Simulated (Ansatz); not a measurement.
## Forces away from equilibrium

BSiNH6 (SMILES B[SiH2]N), singlet, at a frame of a short PBE0-D4/def2-SVP trajectory.

```csv
atom,x (Å),y (Å),z (Å)
B1,-1.0374,0.8010,-1.0412
Si2,0.5416,0.2368,0.0024
N3,0.3401,-1.1895,0.9018
H4,-2.1413,0.4949,-0.9252
H5,-0.9943,1.5435,-1.9582
H6,0.9396,1.4922,0.7178
H7,1.7026,-0.0578,-0.9390
H8,1.1172,-1.8802,0.8699
H9,-0.3898,-1.5222,1.4648
```

Computed with Ansatz 0.2.0 (basis: def2-TZVPP); correlated methods freeze the cores.

CCSD(T) forces from the calculation:
| atom | Fx | Fy | Fz (eV/Å) |
| --- | --- | --- | --- |
| B1 | 0.096 | 0.302 | -0.608 |
| Si2 | 0.692 | 0.444 | -0.694 |
| N3 | 2.217 | -1.304 | -0.409 |
| H4 | -1.072 | -0.612 | 0.615 |
| H5 | 0.558 | 0.402 | -0.269 |
| H6 | 0.017 | -0.159 | 0.188 |
| H7 | -0.449 | 0.096 | 0.400 |
| H8 | -1.029 | 0.931 | 0.140 |
| H9 | -1.029 | -0.101 | 0.638 |

(1) Which atom feels the largest CCSD(T) force, and how large is it?

No T1 diagnostic of these runs exceeds 0.011.

## Answers

(1) N3, 2.60 eV/Å, along (0.85, -0.50, -0.16).

Root-mean-square difference of the force components from those of CCSD(T): PBE-D4 0.187; r2SCAN-D4 0.102; PBE0-D4 0.093; wB97M-V 0.055 eV/Å.

For scale, one of the runs: CCSD(T)/def2-TZVPP forces, 188 basis functions, launched by `ansatz run in.yaml --threads 2 --pin off --events-out ev --progress --plain --max-ram 3481MiB`. Time: 3.4 min of wall clock on 2 CPU threads of an Intel Xeon Platinum 8488C; the host was shared. Peak host memory: 2 GiB.
